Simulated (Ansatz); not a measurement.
For A-type hexagonal La2O3, PBE-D4 in Ansatz (plane waves, PAW) gives:

| Property | Result |
|---|---|
| lattice parameter a | 3.920 Å |
| lattice parameter c | 6.103 Å |
| enthalpy of formation | -3.530 eV/atom |

Task: What does r²SCAN (Ansatz, a first-principles code, plane waves, PAW) give for the same quantities?

Result: 
- lattice constant a: 3.935 Å (increases by 0.4 %)
- lattice parameter c: 6.126 Å (increases by 0.4 %)
- formation enthalpy: -3.682 eV/atom (moves by -0.152 eV/atom)

For comparison: lattice constant a 3.934 Å (measured, 300 K, no zero-point or thermal correction, sources range from 3.934 to 3.940; as tabulated in Santana et al. (2016), arXiv:1608.06321); lattice parameter c 6.13 Å (measured, temperature not stated, no zero-point or thermal correction; as tabulated in Rustad et al. (2011), arXiv:1107.4261); formation enthalpy -3.72 eV/atom (measured, 298 K, no zero-point or thermal correction; as tabulated in Zhang et al. (2018), doi:10.1038/s41524-018-0065-z).

Changes are worked out from the printed values.

Unless a cell is named, each level is at its own relaxed cell (PBE-D4 16.24, r²SCAN 16.43 Å³/atom).

Ansatz's density-functional and Hartree–Fock values are scalar-relativistic unless marked +SOC, with PAW data made under PBE.
